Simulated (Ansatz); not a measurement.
Input file:

```yaml
crystal:
  periodic: [false, false, false]
  atoms:
    - {symbol: Si, position_ang: [-0.023905, 0.089275, -0.165069]}
    - {symbol: H, position_ang: [-0.023905, -1.203872, -0.909801]}
    - {symbol: H, position_ang: [1.153228, -0.975565, 4.087341]}
    - {symbol: H, position_ang: [-0.463226, -0.308137, 1.421985]}
basis:
  gaussian: {orbitals: cc-pVDZ, point_charges: [{charge: 1.00, position_ang: [5.488, 0.575, -0.533]}]}
total_charge: 1
magnetization: {spin_polarized: false, initial_magnetization: 2}
correlation: {active_space: {window: {electrons: 4, orbitals: 3}, fixed_orbitals: true}}
```

```sh
$ ansatz run in.yaml --threads 1 --pin off --events-out ev --progress --plain --max-ram 2393MiB
```

The program prints:

```
315 factors; integrals over basis functions are off by at most 1.2e-3 eV
mean field evaluation 1: about -7888.7465 eV, gradient 8.9e0 eV
mean field evaluation 2: about -7888.7487 eV, gradient 8.9e0 eV
mean field evaluation 4: about -7894.1292 eV, gradient 5.8e0 eV
mean field evaluation 8: about -7894.3771 eV, gradient 8.6e-2 eV
mean field evaluation 16: about -7891.4913 eV, gradient 4.2e0 eV
mean field -7894.37651408 eV, -290.1129858920 hartree, gradient 2.5e-6 eV, S^2 2.000000; 0 other end points of the search recorded, 0 dependent functions left out
reference -7894.37651408 eV, -290.1129858920 hartree; 9, 7 occupied and 24, 26 virtual orbitals, 315 factors
state -7894.37651408 eV, -290.1129858920 hartree
Total energy: -7894.37651408 eV, -290.1129858920 hartree
```

Ran on 1 thread of AMD EPYC 7B13, shared host: 0.18 s wall, 0.08 GiB peak host memory.
